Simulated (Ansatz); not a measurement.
# CHSi+ (triplet): wave-function methods side by side, def2-QZVPP

An exercise on one series of results from a longer session: the logs are not shown, and one member is left open.

Program: Ansatz 0.2.0, Gaussian basis. Level of theory: def2-QZVPP, core rule «outside noble gas», up to 6 orbitals frozen. These are calculated values, not measurements.

Plan: UHF; ROHF; CCSD(T) on UHF.

### What is computed

The geometry is a PBE0/def2-TZVP stationary point (not a proven minimum) of the parent state, kept for this charge and spin.

3 atoms, charge 1, spin multiplicity 3.

Atoms are counted from 1 here; the program's logs count them from 0.

Bond lengths: Si1–C2 1.840 Å, Si1–H3 1.533 Å. Angles: C2–Si1–H3 97.9°.

The first run:

The input, in.yaml:

```yaml
crystal:
  periodic: [false, false, false]
  atoms:
    - {symbol: Si, position_ang: [0.000000, -0.083231, 0.527232]}
    - {symbol: C, position_ang: [0.000000, 0.076222, -1.305753]}
    - {symbol: H, position_ang: [0.000000, 1.410897, 0.868536]}
basis:
  gaussian: {orbitals: "def2-QZVPP.json"}
total_charge: 1
magnetization: {spin_polarized: true, initial_magnetization: 2}
hamiltonian: {xc: hf}
output: {orbitals: {seedname: orbitals}}
```

Run with:

```console
ansatz run in.yaml --threads 1 --pin off --events-out ev --progress --plain --max-ram 4096MiB --backend cpu
```

Among the steps run: UHF; ROHF; CCSD(T) on UHF.

One table of the session follows, with a row left open; its other results are not shown here.

It belongs to the step «Misses and costs». 

| method | from UCCSD(T) (meV) |
| --- | --- |
| ROHF | ? |
| UMP2 | +1714.6 |
| UCCSD | +409.6 |
| UCCSD(T) | 0 |

Estimate the missing values for ROHF.

As computed: from UCCSD(T) (meV): +6498.1. In the column «from UCCSD(T) (meV)» it is the highest.

Left out of the table: UHF (another determinant or state than the rows shown).

To keep in mind: The determinant is far from a pure spin state, so its energy mixes those of several spin states (harmless only where they are near-degenerate, as at dissociation). Warnings: spin contamination; coupled cluster took another determinant than the lowest.
